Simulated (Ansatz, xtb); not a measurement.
## BHO: 3 structures ranked

3 gas-phase structures of BHO, found in a search over its isomers (lower ones may exist). Each was relaxed with GFN2-xTB:

A. `B=O`, a singlet
B. a singlet given by its coordinates
C. `[B]O`, a triplet

B (Å):

| atom | x (Å) | y (Å) | z (Å) |
| --- | --- | --- | --- |
| B | -1.3133 | 0.0372 | -0.1524 |
| O | -1.5350 | -0.4039 | 0.9698 |
| H | -1.7067 | -0.7455 | 1.8391 |

Close contacts (Å): B1–O2 1.23, O2–H3 0.95.

Problem. Make a reasoned guess at their ranking by r2SCAN-D4/def2-SVP single-point energy.

Solution. Calculated order at r2SCAN-D4/def2-SVP: A (0.0), B (53.4), C (106.4) kcal/mol.

Energies above the lowest of each column, in kcal/mol; the last columns are at r2SCAN-D4/def2-TZVP geometries (a dash: not run or not comparable):

```csv
structure,GFN2-xTB,HF/STO-3G,r2SCAN-D4/def2-SVP,r2SCAN-D4/def2-TZVP,CCSD(T)/def2-QZVPP
A,0.0,0.0,0.0,0.0,0.0
B,68.1,74.3,53.4,48.8,44.6
C,–,110.9,106.4,106.3,114.6
```

Every level run on A puts it lowest or level with the lowest. GFN2-xTB has no spin polarisation and isn't compared across spin states. Open shells are spin-unrestricted.

Programs: Ansatz 0.2.0, xtb 6.7.1.
